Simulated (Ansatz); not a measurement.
# SiH₄O (singlet): from Hartree-Fock to the top rungs at a displaced geometry (v2), cc-pVDZ

One table from this session's results is given with a row withheld; the runs are named, their logs left out.

The runs use Ansatz 0.2.0, Gaussian basis; cc-pVDZ, core rule «outside noble gas», up to 6 orbitals frozen.

The runs, in order: UHF; CCSD(T) on RHF; BCCD(T) on RHF; CISD; CCSDT(Q) on RHF.

12 further runs of the same task are left out: 5 that didn't finish, 7 set aside as unsound or not needed.

## What is computed

The geometry is a PBE0/def2-TZVP stationary point (not a proven minimum) with its atoms shifted at random (size 0.100 Å).

6 atoms, charge 0, spin multiplicity 1.

Atoms are counted from 1 here; the program's logs count them from 0.

Bond lengths: Si1–O2 1.645 Å, Si1–H3 1.432 Å, Si1–H4 1.414 Å, Si1–H5 1.602 Å, O2–H6 1.087 Å. Angles: O2–Si1–H3 117.8°, O2–Si1–H4 107.4°, O2–Si1–H5 102.5°, H3–Si1–H4 110.7°, H3–Si1–H5 106.3°, H4–Si1–H5 111.9°, Si1–O2–H6 116.7°.

The first run:

in.yaml

```yaml
crystal:
  periodic: [false, false, false]
  atoms:
    - {symbol: Si, position_ang: [0.058515, -0.021735, 0.558634]}
    - {symbol: O, position_ang: [-0.106359, 0.108072, -1.073215]}
    - {symbol: H, position_ang: [1.173826, -0.767223, 1.059804]}
    - {symbol: H, position_ang: [0.053370, 1.288876, 1.090213]}
    - {symbol: H, position_ang: [-1.253252, -0.841626, 0.975135]}
    - {symbol: H, position_ang: [0.083842, -0.789865, -1.655549]}
basis:
  gaussian: {orbitals: cc-pVDZ}
magnetization: {spin_polarized: true, initial_magnetization: 0}
hamiltonian: {xc: hf}
output: {orbitals: {seedname: orbitals}}
```

On the command line:

```bash
> ansatz run in.yaml --threads 1 --pin off --events-out ev --progress --plain --max-ram 2176MiB
```

Steps of the session up to this table: UHF; CCSD(T) on RHF; BCCD(T) on RHF; CISD; CCSDT(Q) on RHF.

One of the session's tables, all rows but one given; the rest of the session is left out.

It belongs to the step «Misses and costs». 

| method | from RCCSDT(Q) (kJ/mol) |
| --- | --- |
| RHF | +885.1 |
| RMP2 | +94.2 |
| CISD | +93.4 |
| RCCSD | +20.7 |
| RCCSD(T) | ? |
| BCCD(T) | +3.4 |
| RCCSDT | +2.0 |
| RCCSDT(Q) | 0 |

**Question.** Estimate the row for RCCSD(T).

**Answer.** from RCCSDT(Q) (kJ/mol): +3.6. In the column «from RCCSDT(Q) (kJ/mol)» it lies between BCCD(T) (+3.4) and RCCSD (+20.7).
